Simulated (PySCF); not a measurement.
Complete the spectrum of cyclopropylacetylene

Compound: cyclopropylacetylene, C₅H₆.
SMILES with atom numbers: `[CH:1]#[C:2][CH:3]1[CH2:4][CH2:5]1` (hydrogens: H6 on C1; H7 on C3; H8, H9 on C4; H10, H11 on C5)

Computed with PySCF 2.14.0, density-fitted response routines, TDDFT CAM-B3LYP/aug-cc-pVTZ, vertical, gas phase, core orbitals frozen in the response. Isolated species at its PBE0-D3(BJ)/def2-TZVP geometry, gas phase.

Orbital energies (eV): HOMO-3 -11.28, HOMO-2 -10.81, HOMO-1 -9.05, HOMO -8.53, LUMO 0.29, LUMO+1 0.54, LUMO+2 0.67.

Lowest singlets, with some entries withheld (?).

```
state  λ (nm)       f   main configurations (H = HOMO, L = LUMO)
   S1   203.5       ?        H→L+6 (32%), H→L (22%), H→L+9 (19%)
   S2       ?   0.014   H→L+7 (26%), H-1→L+6 (16%), H-1→L+9 (9%)
   S3   189.0   0.035                     H→L (46%), H→L+1 (29%)
   S4       ?  0.0003                                          ?
   S5   176.6       ?         H→L+1 (38%), H→L+2 (22%), H→L (9%)
   S6   176.6       ?                                          ?
   S7   174.7  0.0004         H→L+2 (64%), H→L+1 (14%), H→L (9%)
   S8   172.5  0.0018                                          ?
   S9   167.2   0.076  H-1→L+1 (51%), H-1→L (15%), H-1→L+2 (13%)
  S10   164.6  0.0005                                H→L+4 (68%)
```

Task: Fill in the withheld entries.

Result: 
- S1: f = 0.0015
- S2: λ = 190.0 nm
- S4: λ = 184.5 nm; H-1→L+7 (41%), H-1→L+10 (13%), H-1→L+5 (12%)
- S5: f = 0.0046
- S6: f = 0.047; H-1→L (52%), H-1→L+1 (27%)
- S8: H→L+3 (83%)

Task: How far apart are S9 and S10, in eV and cm⁻¹?

Result: 7.534 − 7.415 = 0.119 eV, or about 960 cm⁻¹.

Task: Where do the lowest triplets lie (Tamm–Dancoff)?

Result: T1 5.30 eV, H→L+7 (24%), H-1→L+6 (12%), H→L+10 (9%); T2 5.66 eV, H→L+6 (29%), H→L+9 (16%), H→L+19 (14%); T3 5.77 eV, H-1→L+6 (22%), H→L+7 (14%), H-1→L+19 (13%); T4 6.39 eV, H→L (28%), H-1→L+7 (26%), H-1→L+10 (8%). E(S1) − E(T1) = +0.79 eV.

Task: What is the mean static polarisability from the same response equations?

Result: 57.8 au (8.57 Å³), with principal values 47.1, 49.1 and 77.2 au.

On Arm Neoverse N1, one thread, no GPU, shared host with 64 logical CPUs at a one-minute load of 47, this took 99 s wall and 1.5 GiB of memory at its peak.
